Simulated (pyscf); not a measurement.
A first-order saddle from PySCF, ωB97X-D3(BJ)/def2-SVP:

```xyz
8

O      0.0233    -1.1944     0.5477
Ge    -0.9078     0.2149     0.0351
H      0.8129    -1.3007     0.0020
H     -1.9461     0.3868    -1.4937
H     -2.2405    -0.0578     0.7505
H     -0.3485     1.6079     0.3121
F      0.1321     0.0974    -1.7396
H     -1.0798     0.2752    -1.8765
```
Charge 0, spin multiplicity 1.

Surface: singlet, charge 0. Lowest wavenumbers (cm⁻¹): 1160i, 145, 252, 448, 489.

What reaction is this the transition state of?

HO–GeH₃ + hydrogen fluoride (HF) ⇌ HO–GeH₂–F + hydrogen (H₂), a four-centre exchange read from left to right: Ge–H, F–H broken and F–Ge, H–H formed. At ωB97M-D3(BJ)/def2-TZVP it lies +1.35 eV from the left side and +1.99 eV from the right (each side as separated species at their lowest minima found). At the saddle there is also a short Ge–H contact that neither side keeps. The same reactants have a lower exit, to F–GeH₃ + H₂O (barrier +0.46 eV at ωB97M-D3(BJ)/def2-TZVP, against +1.35 eV here). One saddle was located; it need not be the lowest between these sides. Elements up to Kr have no core potential and no relativistic terms here.
